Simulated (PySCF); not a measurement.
dimethyl ether (C2H6O), SMILES COC. Atoms are numbered in the order given.

```xyz
9

C      1.1601     0.0000    -0.1937
O      0.0000     0.0000     0.5882
C     -1.1601     0.0000    -0.1937
H      1.2140     0.8907    -0.8363
H      1.2140    -0.8907    -0.8363
H      2.0155     0.0000     0.4822
H     -1.2140     0.8907    -0.8363
H     -2.0155     0.0000     0.4822
H     -1.2140    -0.8907    -0.8363
```
Charge 0, spin multiplicity 1.

Geometry: PBE0-D3(BJ)/def2-TZVP.

Two levels are set side by side: PBE/pcSseg-1 (PySCF) and KT2/pcSseg-1 (PySCF). GIAO shifts against H2O (¹⁷O), TMS (¹H), TMS (¹³C) at the same level; non-relativistic, no solvent, atoms listed together averaged. Differences are taken from unrounded values.

| quantity | KT2 |
|---|---|
| δ(¹³C) of C1, C3 (ppm) | 63.1 |
| δ(¹⁷O) of O2 (ppm) | 10.2 |

Question: What does PBE give, and how far is it from KT2? (Estimate from the structure and the level; the computed values follow.)

Answer: 
```json
[
 {"quantity": "δ(¹³C) of C1, C3 (ppm)", "PBE": "64.5", "PBE minus KT2": "1.4"},
 {"quantity": "δ(¹⁷O) of O2 (ppm)", "PBE": "14.3", "PBE minus KT2": "4.1"}
]
```

Rough cost on one machine, each run with all the roots and properties that it gave: KT2 against PBE within a factor of 2.
